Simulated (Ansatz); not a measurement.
Relaxation of C3H6N (10 atoms, charge 1, multiplicity 1), to a largest force component of 0.015 eV/Å in at most 40 steps.

The calculation used RKS PBE0-D4/STO-3G (Ansatz 0.2.0).

```xyz
10
Properties=species:S:1:pos:R:3:forces:R:3
C -1.258 0.239 -0.487 0.03 -0.18 -0.01
C 0.039 0.051 0.019 -0.66 -0.90 -0.36
C 0.473 -1.284 0.078 -0.18 -0.01 -0.06
N 0.802 1.067 0.417 0.66 0.88 0.35
H -1.858 -0.597 -0.807 -0.61 -0.96 -0.33
H -1.693 1.226 -0.571 -0.45 1.03 -0.08
H -0.161 -2.091 -0.251 -0.74 -0.84 -0.38
H 1.452 -1.542 0.458 1.02 -0.26 0.39
H 0.475 2.018 0.367 -0.47 1.45 -0.06
H 1.730 0.914 0.777 1.41 -0.21 0.55
```

Task: Where does it end, and by what steps?

Result: The forces met the threshold. Limits of this set-up: minimal basis, the dipole of an ion depends on the origin. After 5 steps the energy has fallen by 0.184 eV; H10 moved furthest, 0.07 Å.

```
step  energy less start (eV)  largest force component (eV/Å)  accepted
   0                  0.0000                           1.446       yes
   1                 -0.1804                           0.208       yes
   2                 -0.1836                           0.057       yes
   3                 -0.1839                           0.034       yes
   4                 -0.1839                           0.030       yes
   5                 -0.1840                           0.002       yes
```

```xyz
10
Properties=species:S:1:pos:R:3
C -1.271 0.226 -0.494
C 0.047 0.061 0.023
C 0.463 -1.300 0.074
N 0.833 1.108 0.433
H -1.858 -0.654 -0.811
H -1.740 1.225 -0.592
H -0.213 -2.102 -0.272
H 1.461 -1.593 0.455
H 0.493 2.083 0.381
H 1.785 0.946 0.804
```

Whether the end is a true minimum wasn't checked by a vibrational analysis.

Time of the run: 15 s on 1 thread of Arm Neoverse N1, with other jobs on the host, peak memory 0.12 GiB.
